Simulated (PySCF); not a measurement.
Bonds (- single, = double, # triple, : aromatic): N1-B2 1.658 Å, B2-F3 1.392 Å. N1 carries H4, H5, H6; B2 carries H7, H8. Formal charges: N1 +1, B2 -1.

Geometry: PBE0-D3(BJ)/def2-SVP; GIAO absolute shieldings from PySCF 2.14, gas phase, non-relativistic, averaged over equivalent atoms.

At PBE0/6-31G* (52 basis functions, 2.3 s wall time on 1 thread of an Arm Neoverse V2, shared host):
| atoms | σ (ppm) |
| --- | --- |
| N1 | 223.0 |
| B2 | 114.2 |
| F3 | 396.1 |
| H7/H8 | 28.28 |
| H4/H5/H6 | 29.87 |

Q: What do these become at B3LYP/pcSseg-2?

A: 
```json
{"atoms": "N1", "σ at B3LYP/pcSseg-2": "205.8", "change": "-17.2"}
{"atoms": "B2", "σ at B3LYP/pcSseg-2": "98.0", "change": "-16.2"}
{"atoms": "F3", "σ at B3LYP/pcSseg-2": "384.5", "change": "-11.6"}
{"atoms": "H7/H8", "σ at B3LYP/pcSseg-2": "28.02", "change": "-0.26"}
{"atoms": "H4/H5/H6", "σ at B3LYP/pcSseg-2": "28.74", "change": "-1.13"}
```

The largest change is at N1 (donor nitrogen of a Lewis adduct). Cost: 178 basis functions, 9.9 s wall time on 1 thread of an Arm Neoverse V1, shared host.
